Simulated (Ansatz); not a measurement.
**Zinc-blende MgS (metastable phase): lattice parameter a by level of theory**

No measured value is used here.

Put these levels in order of the lattice parameter a that they give for zinc-blende MgS (metastable phase), smallest first: HSE06 (Ansatz, a first-principles code), Hartree–Fock (Ansatz), rVV10 (Ansatz), r²SCAN+rVV10 (Ansatz).

r²SCAN+rVV10 (5.647 Å), HSE06 (5.663 Å), rVV10 (5.684 Å), Hartree–Fock (5.735 Å)

Cutoffs and k meshes differ between the levels. Ansatz's density-functional and Hartree–Fock values are scalar-relativistic unless marked +SOC, with PAW data made under PBE.
